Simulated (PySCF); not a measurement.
How the method changes the constants of AlCl⁻

State: ²Π (doublet), unpaired electrons π ↑. Set-up: Al def2-TZVPPD, Cl def2-TZVPPD; no relativity (PySCF 2.14). De refers to Al + Cl⁻ in their high-spin ground configurations, without counterpoise correction. The functionals are run spin-unrestricted. A positive dipole points towards Cl; it is taken about the centre of mass and depends on that origin.

```csv
Level,Re (Å),ωe (cm⁻¹),De (eV),μ (D),"CPU s a point (SCF and correlation, without the integrals)"
UHF,2.331,309,n/a,3.19,1.9
UHF-MP2,2.307,332,1.63,n/a,3
UHF-SCS-MP2,2.316,325,1.55,n/a,n/a
UHF-CCSD,2.311,329,n/a,n/a,n/a
UHF-CCSD(T),2.310,331,1.63,n/a,61
PBE,2.324,317,1.72,3.24,1.8
PBEsol,2.300,332,1.88,3.43,1.1
TPSS,2.321,321,1.72,3.34,2.6
r²SCAN,2.299,334,1.79,3.51,2.7
PBE0,2.304,329,1.72,3.30,3.9
r²SCAN0,2.292,337,1.76,3.42,3.9
M06,2.302,324,1.62,3.24,3.7
ωB97X-V,2.308,327,1.64,3.21,7.9
B2PLYP,2.321,317,1.54,3.10,3.1
```

The bond length runs from 2.292 Å (r²SCAN0) to 2.331 Å (UHF). De spans 1.54 eV (B2PLYP, double hybrid) to 1.88 eV (PBEsol, GGA).

Correlated steps freeze 10 core orbitals. For an ion De counts to the pair picked by the measured ionisation energies or electron affinities, which need not be the lowest pair at this level. The highest Kohn–Sham level is positive in this anion. Much of that is self-interaction error, but it also means that the finite basis helps to hold the extra electron. B2PLYP dipoles, levels and charges come from its SCF part alone. The state is the lowest determinant that a PBE0 search found; another state may lie lower at other levels.

The whole job (state search and all levels along the bond) took about 9.1 min on 2 threads of Arm Neoverse V1 (shared host), peak memory 4.4 GiB.
